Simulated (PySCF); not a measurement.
Ozone, O3.
Atom-mapped SMILES: `[O:1]=[O+:2][O-:3]`

A calculation gives these core lines: O 1s: 541.53 (area 2), 547.23 (area 1) eV.

Theory: PySCF, delta-SCF UKS SCAN, pcX-2 on the ionised atom, pcseg-1 elsewhere, spin-free X2C. Isolated species at its PBE0-D3(BJ)/def2-SVP geometry, gas phase.

Question: Assign the O 1s lines to atoms.

Answer: 541.53 eV: O1/O3 (oxygen bonded to O); 547.23 eV: O2 (oxygen bonded to 2 O). Lowest listed O 1s: O1/O3, bonded to O. Highest, 5.70 eV above it: O2, bonded to 2 O. Summing the Pauling electronegativity differences to the bonded atoms, each weighted by its formal bond order, gives 0.00 for the lowest site and 0.00 for the highest; the sum is the same at every site.

Bonded neighbours of each site: O1/O3: O; O2: 2 O.

Question: Which photon energy gives electrons from O 1s of O2 (atom 2) a kinetic energy of 100 eV, and what is their de Broglie wavelength?

Answer: hν = 547.23 + 100 = 647.23 eV, recoil neglected; λ = 12.264 Å/√(E/eV) = 1.23 Å.

Atoms equivalent by their bonding share one computed value, that of the first of them. The unrestricted hole states depart most from a pure doublet (⟨S²⟩ = 0.75; over 0.85 named) for O 1s of O1/O3 (0.96), which makes this value less certain.
